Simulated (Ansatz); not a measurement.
Two shapes of singlet CH₃BO.

Shape 1:

```xyz
6

B    -0.0071    0.0024   -1.3298
C     0.0071   -0.0066    0.1804
O    -0.0086    0.0029    1.3103
H     0.0052   -1.1747   -1.6380
H    -1.0258    0.5959   -1.6516
H     1.0270    0.5844   -1.6504
```

Shape 2:

```xyz
6

B     0.0459    0.0052   -1.3555
C    -0.0220    0.0415    0.1996
O     0.0075   -0.0426    1.3397
H    -0.0123   -1.1327   -1.6461
H    -1.0127    0.5534   -1.6755
H     1.0223    0.5471   -1.6685
```

Basis set: STO-3G (spherical functions). Frozen core: 3 orbitals. Charge 0, multiplicity 1.

Computed with Ansatz (development build ahead of 0.2.0); each method stands on the lowest determinant of its kind that the runs found.

Question: Which shape is lower in energy, and by how much in each method?

Answer:

```
 method  E(2) − E(1) (eV)
    RHF            -0.128
RHF-MP2            -0.172
```

Shape 2 is lower.
